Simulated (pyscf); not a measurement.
Optimised with ωB97X-D3(BJ)/def2-SVP in PySCF. Correlated levels are frozen-core, on RHF or UHF. ΔMP2 is the change of the MP2 total energy from the triple- to the quadruple-zeta basis.

### Question
What is the homolytic dissociation enthalpy (298 K, CCSD(T)/def2-TZVPP + ΔMP2(QZVPP)) of the B–Si bond of `[F][BH][SiH3]`, to [HB–F]• + SiH₃•?

### Answer
B–Si to [HB–F]• + SiH₃•: 82.6 kcal/mol. The radicals are drawn with the spin at the cut bond; how far it spreads was not checked. The CCSD(T) − MP2 part came from Ansatz, without density fitting, on the same reference.
